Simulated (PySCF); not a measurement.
NMR data simulated for an unnamed compound:

¹H NMR (400 MHz, computed): δ 5.18 (sext, J = 1.4 Hz, 1H), 5.14 (q, J = 1.9 Hz, 1H), 3.78 (d, J = 1.1 Hz, 2H), 3.55 (s, 3H), 1.94 (t, J = 1.7 Hz, 3H).

¹³C{¹H} NMR (computed): δ 153.3 (C), 118.3 (CH2), 82.4 (CH2), 61.2 (CH3), 22.9 (CH3).

Single conformer, averaged over atoms made equivalent by symmetry, fast rotation or ring inversion, no solvent model, non-relativistic. Shielding tensors at PBE0/pcSseg-1 (GIAO); spin–spin couplings from B3LYP/pcJ-1 (without the spin–dipole term); structure optimised with GFN2-xTB; PySCF.

References, each an isolated molecule treated in the same way: ¹H (σ = 31.72 ppm), ¹³C (σ = 186.93 ppm) vs TMS.

Task: Which of these does the molecule contain: a non-aromatic C=C double bond, a three-membered ring, a (CH3)2CH unit, a methoxy group, a tert-butyl group?

Result: 
- A non-aromatic C=C double bond: yes.
- A three-membered ring: no.
- A (CH3)2CH unit: no.
- A methoxy group: yes (δC 61.2; δH 3.55 (s)).
- A tert-butyl group: no.

The data belong to `C=C(C)COC`, C5H10O; they needn't prove each group on their own.

Carbon signals by region: 2 in the sp2 and nitrile region (100–160 ppm), 2 at 50–100 ppm, 1 below 50 ppm.

Splittings below 1 Hz are ignored in the labels, and close J values are merged. Shifts are as computed. Against solution values, carbons near 30 ppm lie about +3 ppm off and those near 130 ppm about +5 ppm (rms about the fit 2.1 ppm; single classes can miss by 10 ppm). Of 1328 compounds with measured shifts, 309 miss one by over three times the rms of a fit or turn the order of signals round; such compounds aren't used in these exercises. Signals without a measured value on file couldn't be tested in this way; 1H shifts scatter by 0.2 ppm about their fit, and single ones miss by 0.5 ppm.
